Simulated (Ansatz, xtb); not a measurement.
A geometry optimisation of CH2N+ with r2SCAN-D4/def2-SVP

The starting geometry of this gas-phase singlet has its atoms placed at random.

```yaml
atoms:
  - { symbol: C, position_ang: [0.0895, 0.3468, -1.3802] }
  - { symbol: N, position_ang: [0.8718, -0.1566, 0.0906] }
  - { symbol: H, position_ang: [1.4840, -0.9323, -0.3519] }
  - { symbol: H, position_ang: [1.1918, 0.5471, -0.8607] }
```

**Question.** One run relaxed it with r2SCAN-D4/def2-SVP. What is a likely outcome?

**Answer.** It ends as `[C]=[NH2+]`. Distances that change by over a tenth: N2–H4 (1.23 → 1.05 Å). Contacts that open: C1–H4 (1.23 → 2.00 Å). Contacts that close: C1–N2 (1.74 → 1.25 Å).

The energy falls by 5.64 eV over 10 steps:

```json
{"step": "1", "E − E(last) (eV)": "5.642"}
{"step": "2", "E − E(last) (eV)": "2.674"}
{"step": "3", "E − E(last) (eV)": "1.558"}
{"step": "4", "E − E(last) (eV)": "0.984"}
{"step": "5", "E − E(last) (eV)": "0.389"}
{"step": "6", "E − E(last) (eV)": "0.032"}
{"step": "7", "E − E(last) (eV)": "0.003"}
{"step": "8", "E − E(last) (eV)": "0.000"}
{"step": "9", "E − E(last) (eV)": "0.000"}
{"step": "10", "E − E(last) (eV)": "0.000"}
```

Final geometry (Å):

```yaml
atoms:
  - { symbol: C, position_ang: [-0.2018, 0.0073, -1.0961] }
  - { symbol: N, position_ang: [0.9446, -0.0505, -0.6106] }
  - { symbol: H, position_ang: [1.3219, -0.9376, -0.2049] }
  - { symbol: H, position_ang: [1.5723, 0.7858, -0.5907] }
```

From the same start GFN2-xTB reaches the same bonding as this run.

From so rough a start the end depends on the optimiser's path, so another program may land elsewhere. The end wasn't checked by frequencies. Run with Ansatz 0.2.0, 3.9 s on 1 thread of Intel(R) Xeon(R) 6975P-C (Granite Rapids), with other jobs on the host.
